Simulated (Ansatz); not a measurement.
**AlPH (quartet): inputs that go wrong at scale of all distances = 1.125**

3 inputs are run for AlPH (quartet) as typed; the log has to tell whether the result can be used and what must change.

Method: the settings change from run to run; program: Ansatz 0.2.0, Gaussian basis.

16 further runs of the same task are left out: 11 that didn't finish, 5 set aside as unsound or not needed.

**1. The system**

The geometry derives from a PBE0/def2-TZVP stationary point (not a proven minimum). All distances are scaled together.

3 atoms, charge 0, spin multiplicity 4.

Atoms are counted from 1 here; the program's logs count them from 0.

Bond lengths: Al1–P2 2.685 Å, Al1–H3 1.816 Å. Angles: P2–Al1–H3 114.3°.

**2. Attempt 1**

Contents of in.yaml:

```yaml
crystal:
  periodic: [false, false, false]
  atoms:
    - {symbol: Al, position_ang: [0.000000, -0.121158, 1.392426]}
    - {symbol: P, position_ang: [0.000000, 0.057385, -1.286141]}
    - {symbol: H, position_ang: [0.000000, 1.479851, 2.248984]}
basis:
  gaussian: {orbitals: 6-31G}
magnetization: {spin_polarized: false, initial_magnetization: 3}
hamiltonian: {pseudopotentials: {relativity: none}}
correlation: {method: sc_nevpt2, electrons: outside_noble_gas, active_space: {window: {electrons: 9, orbitals: 6}}}
output: {forces: true}
```

Started as:

```
$ ansatz run in.yaml --threads 1 --pin off --events-out ev --progress --plain --max-ram 2393MiB
```

Output:

```text
Functional definition: HF
  name "HF"
  cite "Fock, Z. Phys. 61, 126 (1930) doi:10.1007/BF01340294"
  parent pbe
  exchange = exact_x
  correlation = 0
310 factors; integrals over basis functions are off by at most 1.5e-4 eV
mean field evaluation 1: about -15866.5653 eV, gradient 5.8e0 eV
mean field evaluation 2: about -15866.5674 eV, gradient 5.8e0 eV
mean field evaluation 4: about -15867.1367 eV, gradient 7.3e-1 eV
mean field evaluation 8: about -15867.1635 eV, gradient 6.2e-2 eV
mean field -15867.16372626 eV, -583.1075117902 hartree, gradient 9.0e-6 eV, S^2 3.750000; 0 other end points of the search recorded, 0 dependent functions left out
reference -15867.16372626 eV, -583.1075117902 hartree; 16, 13 occupied and 12, 15 virtual orbitals, 310 factors
state -15867.16501189 eV, -583.1075590361 hartree
state -15867.16501189 eV, -583.1075590361 hartree; corrected -15868.41443117 eV, -583.1534743478 hartree
the calculation of the forces begins
Error: an active orbital is full or empty, and SC-NEVPT2 has no forces then: leave it out of the active space
```

It took 0.48 s on 1 thread of Intel Xeon Platinum 8259CL at 2.50GHz, shared host.

**Diagnosis.** The run stopped with an error. It says: «an active orbital is full or empty, and SC-NEVPT2 has no forces then: leave it out of the active space». Cure: drop the forces, or choose an active space whose orbitals are all partly filled.

**3. Attempt 2**

Contents of in.yaml:

```yaml
crystal:
  periodic: [false, false, false]
  atoms:
    - {symbol: Al, position_ang: [0.300000, 0.107385, -1.236141]}
    - {symbol: P, position_ang: [0.000000, 0.057385, -1.286141]}
    - {symbol: H, position_ang: [0.000000, 1.479851, 2.248984]}
basis:
  gaussian: {orbitals: STO-3G, fitting: {mean_field: def2-universal-jkfit}}
magnetization: {spin_polarized: true, initial_magnetization: 3}
correlation: {method: ccsd_t, electrons: outside_noble_gas}
output: {forces: true}
```

The command is unchanged.

Output, shortened:

```text
Functional definition: HF
  name "HF"
  cite "Fock, Z. Phys. 61, 126 (1930) doi:10.1007/BF01340294"
  parent pbe
[...]
274 factors; integrals over basis functions are off by at most 1.1e-2 eV
[...]
mean field -13673.57380235 eV, -502.4945689552 hartree, gradient 1.4e-6 eV, S^2 3.751927; 7 other end points of the search recorded, 0 dependent functions left out
determinant -13673.57380235 eV, -502.4945689552 hartree, with singles and doubles -13673.83319043 eV, -502.5041012913 hartree
determinant -13673.56272626 eV, -502.4941619165 hartree, with singles and doubles -13673.82207475 eV, -502.5036927976 hartree
determinant -13673.57380235 eV, -502.4945689552 hartree, with singles and doubles -13673.83319061 eV, -502.5041012981 hartree
determinant -13673.56272626 eV, -502.4941619165 hartree, with singles and doubles -13673.82207495 eV, -502.5036928048 hartree
10 core orbitals not correlated: weight in the atoms' cores, before any rotation towards them, 0.148 or more for the frozen orbitals, at most 0.073 for the correlated occupied ones
reference -13673.57380235 eV, -502.4945689552 hartree; 6, 3 occupied and 3, 6 virtual orbitals, 274 factors
second order -0.20933714 eV of doubles, -0.00000000 eV of singles
cycle   1  -0.25938831 eV  change   -4.4e-8 eV  update   3.4e-7
[...]
cycle   5  -0.25938831 eV  change    3.7e-9 eV  update   2.7e-9
perturbative correction -0.00053426 eV, -0.0000196338 hartree
[...]
Total energy: -13673.83372492 eV, -502.5041209336 hartree
Atom 0 at     0.300000     0.107385    -1.236141 Å, force 14155.797400  2359.304416  2359.311619 eV/Å
Atom 1 at     0.000000     0.057385    -1.286141 Å, force -14155.798422 -2359.300198 -2359.300882 eV/Å
Atom 2 at     0.000000     1.479851     2.248984 Å, force     0.001023    -0.004219    -0.010737 eV/Å
Dipole moment:     0.080861     0.014101     0.015028 e Å
```

It took 1.3 s on 1 thread of Intel Xeon Platinum 8259CL at 2.50GHz, shared host.

**Diagnosis.** The run converged, which proves nothing about the input. One atom lies on top of another. The shortest distance is 0.31 Å, against 1.82 Å in the geometry of step 1. Its energy belongs to another geometry. To mend it, restore its position.

**4. Attempt 3**

Contents of in.yaml:

```yaml
crystal:
  periodic: [false, false, false]
  atoms:
    - {symbol: Al, position_ang: [0.000000, -0.121158, 1.392426]}
    - {symbol: P, position_ang: [0.000000, 0.057385, -1.286141]}
    - {symbol: H, position_ang: [0.000000, 1.479851, 2.248984]}
basis:
  gaussian: {orbitals: 6-31G, point_charges: [{charge: -1.00, position_ang: [3.344, -0.840, -0.518]}]}
magnetization: {spin_polarized: false, initial_magnetization: 3}
correlation: {active_space: {window: {electrons: 5, orbitals: 5}, states: [{multiplicity: 4, irrep: E1u, weights: [1]}]}}
```

Same command.

Output:

```text
Functional definition: HF
  name "HF"
  cite "Fock, Z. Phys. 61, 126 (1930) doi:10.1007/BF01340294"
  parent pbe
  exchange = exact_x
  correlation = 0
556 factors; integrals over basis functions are off by at most 9.7e-8 eV
mean field evaluation 1: about -15866.9449 eV, gradient 6.3e0 eV
mean field evaluation 2: about -15866.9471 eV, gradient 6.3e0 eV
mean field evaluation 4: about -15867.5578 eV, gradient 9.9e-1 eV
mean field evaluation 8: about -15867.5927 eV, gradient 9.7e-2 eV
mean field -15867.59325904 eV, -583.1232968287 hartree, gradient 2.3e-6 eV, S^2 3.750000; 0 other end points of the search recorded, 0 dependent functions left out
reference -15867.59325904 eV, -583.1232968287 hartree; 16, 13 occupied and 12, 15 virtual orbitals, 556 factors
Error: the irrep E1u is not accepted for these orbitals, which take A, or 1 to 1
```

Wall time 0.63 s (1 thread of Intel Xeon Platinum 8259CL at 2.50GHz, shared host).

**Diagnosis.** The run stopped with an error. The symmetry label isn't in the molecule's group. To mend it, name an irrep that the log lists.

**5. Summary**

```
attempt                  level                ended                                                                                                   cause    time
      1      NEVPT2(9,6)/6-31G  stopped by an error  an active orbital is full or empty, and SC-NEVPT2 has no forces then: leave it out of the active space  0.48 s
      2  CCSD(T) on UHF/STO-3G            converged                                                                         one atom lies on top of another   1.3 s
      3      CASSCF(5,5)/6-31G  stopped by an error                                                        the symmetry label isn't in the molecule's group  0.63 s
```

2 stopped by an error, 1 converged. The input that converges on a wrong geometry or spin is the dangerous one: no error points at it, so geometry and ⟨S²⟩ have to be checked.
